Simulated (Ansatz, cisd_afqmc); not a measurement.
Species: SiH3, charge 0, doublet. SiH3 (SMILES [SiH3], doublet).
B3LYP-D3(BJ)/def2-TZVP minimum from Ansatz (an electronic-structure program):
```xyz
4

Si    -0.0021     0.0010     0.0803
H      0.0008     1.4066    -0.3921
H      1.2360    -0.7020    -0.3341
H     -1.2075    -0.7183    -0.3975
```
Charge 0, spin multiplicity 2.

Total energies in cc-pV(D+d)Z, 7 correlated electrons, 5 frozen orbitals. Radicals and triplets start from unrestricted determinants; spin-orbit coupling is neglected. Correlated methods leave the cores frozen. No relativity. AFQMC/CISD: phaseless, guided by CISD from CCSD amplitudes; bars are statistical, one sigma. Outlying blocks are dropped, and bars are widened where a walk drifts. Over all cases where full CI ran beside it in this data, AFQMC minus full CI had a median of +0.1 mEh and passed +0.4 mEh in a tenth of the cases. Full CI freezes restricted core orbitals and the other rows unrestricted ones, which leaves a small offset even where coupled cluster is exact.

```tsv
method	program	energy (Eh)	error against FCI (mEh)
HF	Ansatz	-290.63026	124.00
MP2	Ansatz	-290.72454	29.72
CCSD	Ansatz	-290.75137	2.89
CCSD(T)	Ansatz	-290.75358	0.68
CCSDT(Q)	Ansatz	-290.75426	0.00
CCSDTQ	Ansatz	-290.75427	-0.01
AFQMC/CISD	cisd_afqmc	-290.7544 ± 0.0001	-0.1 ± 0.1
FCI	Ansatz	-290.75426	0.00
```

Rough core times of Ansatz's runs on a shared machine: CCSD(T) under 20 s, CCSDT(Q) under 20 s, CCSDTQ 4 min, FCI 20 min.
